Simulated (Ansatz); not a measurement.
CHCl3, SMILES C(Cl)(Cl)Cl (connectivity only; charge and spin as stated), charge +1, multiplicity 2.

The structure is a stationary point at PBE0-D3(BJ)/def2-SVP. The spin state was assumed, not searched.

Two levels are set side by side: PBE/def2-SVPD (Ansatz, a quantum-chemistry and plane-wave program) and CAM-B3LYP/def2-SVPD (Ansatz). Energy differences of separate SCF runs at the same geometry; the states with an electron removed or added have multiplicity 3 and 1. Differences are taken from unrounded values.

| quantity | PBE |
|---|---|
| vertical ionisation energy (eV) | 17.04 |
| vertical electron affinity (eV) | 10.41 |

### Question
These are the PBE values. What does CAM-B3LYP give? (An estimate is asked for; the answer gives what the named calculation found.)

### Answer

| quantity | CAM-B3LYP | PBE minus CAM-B3LYP |
|---|---|---|
| vertical ionisation energy (eV) | 17.76 | -0.72 |
| vertical electron affinity (eV) | 11.11 | -0.70 |
